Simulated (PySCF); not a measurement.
Input of a run (PBE0-D3(BJ)/def2-SVP geometry optimisation, gas phase (PySCF 2.14.0)), started from GFN2-xTB:
```
{"job": {"xc": "PBE0", "basis": "def2-SVP", "d3": "d3bj", "grid": 1, "shake": 0.01, "kind": "geom"}, "charge": 0, "multiplicity": 1}
C     -1.398300    -0.214820     0.436570
P      0.063360     0.748060    -0.072860
C      1.324270    -0.519110    -0.418460
S      0.634800     2.173350     1.122330
H     -1.673310    -0.961900    -0.308000
H     -2.251680     0.513720     0.541360
H     -1.207490    -0.646660     1.402990
H     -0.263890     1.155170    -1.373230
H      2.227400    -0.015250    -0.787130
H      1.604530    -0.992030     0.547140
H      0.978420    -1.266360    -1.106350
```

Output (energies in Eh, forces in Eh/bohr):
```
step   0  E = -819.34249112  max force = 0.029093
step   1  E = -819.34326470  max force = 0.006251
step   2  E = -819.34433165  max force = 0.003350
step   3  E = -819.34461033  max force = 0.001617
step   4  E = -819.34465522  max force = 0.000794
step   5  E = -819.34467859  max force = 0.000435
step   6  E = -819.34469720  max force = 0.000597
step   7  E = -819.34471312  max force = 0.000509
step   8  E = -819.34471995  max force = 0.000386
optimisation converged
```

Summarise the run.

The energy falls by 5.9 kJ/mol over 9 energy and gradient evaluations, the largest force component goes from 0.0291 to 3.9e-04 Eh/bohr, and the atoms move by 0.020 Å rms after alignment. Among the bonds, C1–H6 and C3–H11 change most and about equally (-0.028 to +0.028 Å). Bonds longer at the end by more than 0.005 Å: 4 of 10; shorter: 2. Among the angles that change most is H5–C1–H7, from 112.5° to 110.1°. The energy never rose by more than 1e-6 Eh on the way. The first step brought 35 % of the lowering.

What are the final bond lengths?

C1–P2 1.822 Å, P2–C3 1.821 Å, P2=S4 1.943 Å, C1–H5 1.100 Å, C1–H6 1.099 Å, C1–H7 1.100 Å, P2–H8 1.427 Å, C3–H9 1.099 Å, C3–H10 1.100 Å, C3–H11 1.101 Å. Numbering counts from 1 in the input's order; the species is `[PH](C)(=S)C`.

The run used 99 basis functions and 56 SCF cycles in all. Time: 24 s wall; peak memory 0.41 GiB. Hardware: one thread of an Arm Neoverse V2, no GPU (shared host).

Not checked by PBE0-D3(BJ)/def2-SVP frequencies.
